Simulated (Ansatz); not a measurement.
**CH₆BN: a ladder of functionals and wavefunction methods**

Aim: compute CH₆BN with functionals from several rungs and with coupled cluster. The yardstick is the atomisation energy at the CCSD(T) limit.

Method: functionals in def2-TZVPP, the program's frozen cores in correlated methods; program: Ansatz 0.2.0, Gaussian basis.

Levels to be run: LDA (SPW92), PBE-D4, revPBE-D4, BLYP-D4, r2SCAN-D4, B97M-V, PBE0-D4, B3LYP-D4, r2SCANh-D4, r2SCAN0-D4, HSE06-D4, BHLYP-D4, CAM-B3LYP-D4, LC-ωPBE, ωB97X-V, ωB97M-V, B2PLYP, PBE-QIDH; CCSD(T)/def2-SVP; CCSD(T)/def2-TZVPP; MP2/def2-QZVPP; extrapolation to the limit; RPA on PBE.

## 1. The relaxed structure

All runs share one geometry, relaxed beforehand with PBE0-D4 in a triple-zeta def2 set.

SMILES `CBN`, 9 atoms, charge 0, spin multiplicity 1.

Atoms are counted from 1 here; the program's logs count them from 0.

Bond lengths: C1–B2 1.568 Å, C1–H4 1.095 Å, C1–H5 1.095 Å, C1–H6 1.094 Å, B2–N3 1.392 Å, B2–H7 1.202 Å, N3–H8 1.005 Å, N3–H9 1.007 Å. Angles: B2–C1–H4 110.3°, B2–C1–H5 110.4°, B2–C1–H6 114.3°, H4–C1–H5 105.5°, H4–C1–H6 108.0°, H5–C1–H6 108.0°, C1–B2–N3 122.0°, C1–B2–H7 121.0°, N3–B2–H7 117.0°, B2–N3–H8 123.2°, B2–N3–H9 123.1°, H8–N3–H9 113.7°.

Coordinates:

```xyz
9
CH6BN
C    -0.6653    0.7577   -0.5903
B     0.4593   -0.2829   -0.2562
N     0.5928   -0.8428    1.0107
H    -1.2919    0.3908   -1.4106
H    -0.2246    1.6922   -0.9543
H    -1.3199    0.9989    0.2523
H     1.2488   -0.6328   -1.0928
H     1.3062   -1.5110    1.2449
H    -0.0168   -0.6164    1.7792
```

## 2. LDA

This LDA is Slater exchange with PW92 correlation.

Input file in.yaml:

```yaml
crystal:
  periodic: [false, false, false]
  atoms:
    - {symbol: C, position_ang: [-0.665349, 0.757727, -0.590333]}
    - {symbol: B, position_ang: [0.459350, -0.282865, -0.256154]}
    - {symbol: N, position_ang: [0.592799, -0.842845, 1.010719]}
    - {symbol: H, position_ang: [-1.291914, 0.390837, -1.410647]}
    - {symbol: H, position_ang: [-0.224645, 1.692214, -0.954324]}
    - {symbol: H, position_ang: [-1.319932, 0.998852, 0.252280]}
    - {symbol: H, position_ang: [1.248788, -0.632793, -1.092826]}
    - {symbol: H, position_ang: [1.306188, -1.511037, 1.244893]}
    - {symbol: H, position_ang: [-0.016786, -0.616389, 1.779193]}
basis:
  gaussian: {orbitals: def2-TZVPP}
hamiltonian: {xc: lda}
output: {orbitals: {seedname: orbitals}}
```

After this run come: PBE-D4 (GGA); revPBE-D4 (GGA); BLYP-D4 (GGA); r2SCAN-D4 (meta-GGA); B97M-V (meta-GGA); PBE0-D4 (hybrid); B3LYP-D4 (hybrid); r2SCANh-D4 (hybrid); r2SCAN0-D4 (hybrid); HSE06-D4 (hybrid); BHLYP-D4 (hybrid); CAM-B3LYP-D4 (range-separated); LC-ωPBE-D4 (range-separated); ωB97X-V (range-separated); ωB97M-V (range-separated); B2PLYP (double hybrid); PBE-QIDH (double hybrid); CCSD(T) in def2-SVP; CCSD(T) in def2-TZVPP; MP2 in def2-QZVPP; RPA on PBE orbitals.

**Question.** What will the summary of the whole plan be? Wanted: atomisation energy, CCSD(T)/CBS; farthest beyond LDA; mean size of error, GGA; mean size of error, meta-GGA; mean size of error, hybrid; mean size of error, range-separated; mean size of error, double hybrid; gap, smallest and largest; T1 diagnostic.

The runs gave:

```
                               quantity                                                                 value
        atomisation energy, CCSD(T)/CBS                                                        805.6 kcal/mol
functionals within 4.0 kcal/mol (0.5 %)  revPBE-D4, r2SCAN-D4, r2SCANh-D4, LC-ωPBE, ωB97X-V, B2PLYP, PBE-QIDH
                    farthest beyond LDA                                               PBE-D4 (+15.6 kcal/mol)
                mean size of error, GGA                                                          7.5 kcal/mol
           mean size of error, meta-GGA                                                          4.1 kcal/mol
             mean size of error, hybrid                                                          5.7 kcal/mol
    mean size of error, range-separated                                                          5.7 kcal/mol
      mean size of error, double hybrid                                                          2.1 kcal/mol
              gap, smallest and largest                             6.71 eV (LDA (SPW92)), 14.22 eV (LC-ωPBE)
                          T1 diagnostic                                                                0.0111
triples share of the correlation energy                                                                 3.5 %
```

The LDA atomisation energy is off by 105.3 kcal/mol (13 %): it overbinds. PBE-D4 misses by +15.6 kcal/mol. Double hybrids carry the basis error of their MP2 part in triple zeta, and no dispersion term here, so their miss is partly the set-up's. Taken by rung, double hybrid functionals do best (2.1 kcal/mol on average) and GGA ones worst beyond LDA (7.5 kcal/mol). The gap between the best rungs is small, so their order is not settled. Misses under about 4.0 kcal/mol are within the doubt on the reference itself, which lacks core-valence correlation, relativity and higher excitations. Hartree-Fock recovers 75 % of the binding; the rest is correlation. CCSD(T) in def2-SVP is off by -36.7 kcal/mol, more than most functionals: a good method in a small basis is no reference. Orbital gaps span 6.7 to 14.2 eV; exact exchange widens them.
